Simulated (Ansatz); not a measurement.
**AlC+ (quintet): from Hartree-Fock to the top rungs, def2-QZVPP**

An exercise on one series of results from a longer session: the logs are not shown, and one member is left open.

Program: Ansatz 0.2.0, Gaussian basis. Level of theory: def2-QZVPP, core rule «outside noble gas», up to 6 orbitals frozen. These are calculated values, not measurements.

Plan: UHF; ROHF; CCSD(T) on UHF.

## What is computed

The geometry is a PBE0/def2-TZVP stationary point (not a proven minimum) of the parent state, kept for this charge and spin.

2 atoms, charge 1, spin multiplicity 5.

Atoms are counted from 1 here; the program's logs count them from 0.

Bond lengths: Al1–C2 1.967 Å.

Set-up of the first run:

Contents of in.yaml:

```yaml
crystal:
  periodic: [false, false, false]
  atoms:
    - {symbol: Al, position_ang: [0.000000, 0.000000, 0.000000]}
    - {symbol: C, position_ang: [0.000000, 0.000000, 1.966767]}
basis:
  gaussian: {orbitals: "def2-QZVPP.json"}
total_charge: 1
magnetization: {spin_polarized: true, initial_magnetization: 4}
hamiltonian: {xc: hf}
output: {orbitals: {seedname: orbitals}}
```

On the command line:

```sh
$ ansatz run in.yaml --threads 1 --pin off --events-out ev --progress --plain --max-ram 4096MiB --backend cpu
```

Steps of the session up to this table: UHF; ROHF; CCSD(T) on UHF.

One table of the session follows, with a row left open; its other results are not shown here.

```
  method  from UCCSD(T) (meV)
    ROHF              +3368.9
     UHF              +3311.0
    UMP2               +627.0
   UCCSD                    ?
UCCSD(T)                    0
```

**Question.** Estimate the row for UCCSD.

The run gave: from UCCSD(T) (meV): +147.2. In the column «from UCCSD(T) (meV)» it lies between UCCSD(T) (0) and UMP2 (+627.0).
